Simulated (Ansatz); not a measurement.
Antiferromagnetic (type II) rock-salt MnS

All values below come from r²SCAN+rVV10 (plane waves, PAW; Ansatz, a first-principles code).

Numerical settings: plane-wave cutoff 560 eV, 10×10×10 k mesh, Fermi–Dirac smearing 0.01 eV, spin-polarised with opposed moments, scalar-relativistic PAW data made under PBE.

Cell (relaxed at this level):

```
MnS
1.0
    5.13531     2.55689     2.55689
    2.55689     5.13531     2.55689
    2.55689     2.55689     5.13531
Mn S
2 2
Direct
  0.00000   0.00000   0.00000
  0.50000   0.50000   0.50000
  0.25000   0.25000   0.25000
  0.75000   0.75000   0.75000
```
Starting moments (μB, in the order of the record's atoms Mn Mn S S): 5.0 -5.0 0.0 0.0.

| Property | Result |
|---|---|
| bulk modulus B0 | 86.5 GPa |
| band gap | 1.65 eV (indirect) |
| smallest direct gap on the k points sampled | 2.09 eV |
| Γ–Γ gap | 3.47 eV |
| magnetic moment (largest site, within a sphere) | 4.28 μB |
| pressure derivative B′ of the bulk modulus | 3.8 |

Measured, for comparison: bulk modulus 75 ± 2 GPa (room temperature, no zero-point or thermal correction, our sources range from 72.0 to 88.0; as tabulated in Sweeney, Heinz, compression of alpha-MnS (alabandite), Phys. Chem. Miner. 20 …). Computed (rounded) less measured: bulk modulus not scored (sources differ).

Note: the bulk modulus comes from volumes at which shape and atoms were relaxed.

Moments are spin moments.

Static lattice: no zero-point or thermal effects.
